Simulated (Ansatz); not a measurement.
**Ligand exchange: BH(CH3)F + H3NO → BH(CH3)(NH2) + HOF**

Species: BH(CH3)F, singlet; H3NO (hydroxylamine) `NO`, singlet; BH(CH3)(NH2), singlet; HOF `OF`, singlet. The partners trade F for NH2: B–F and O–NH2 bonds give way to B–NH2 and O–F.

Shapes, held fixed at every level: PBE0-D4/def2-TZVP. Flexible molecules stand in one conformer, not always the lowest. Programs: Ansatz 0.2.0. The zero-point and thermal change to 298 K, harmonic and unscaled (PBE0-D4/def2-TZVP), is -2.7 kJ/mol.

(1) Estimate ΔH(298 K) of this reaction.

Results:

(1) The highest level, CCSD(T)/CBS estimate, gives ΔH(298 K) = +197.0 kJ/mol; the levels span +175.1 to +227.8. The column of differences is taken from that level and isn't an error. No measured value is set beside it here. The CBS estimate extrapolates MP2 from def2-TZVPP and def2-QZVPP and adds CCSD(T) − MP2 in the triple-zeta set, cores frozen.

```
               level                   kind  ΔH(298 K) (kJ/mol)  less CCSD(T)/CBS estimate
       HF/def2-TZVPP           Hartree–Fock              +227.8                      +30.8
   PBE-D4/def2-TZVPP                    GGA              +175.1                      -21.9
r2SCAN-D4/def2-TZVPP               meta-GGA              +186.6                      -10.4
 BHLYP-D4/def2-TZVPP          global hybrid              +204.9                       +7.9
  PBE0-D4/def2-TZVPP          global hybrid              +189.5                       -7.5
       CCSD/def2-SVP  coupled cluster or CI              +197.4                       +0.4
CCSD(T)/CBS estimate  coupled cluster or CI              +197.0                        0.0
```
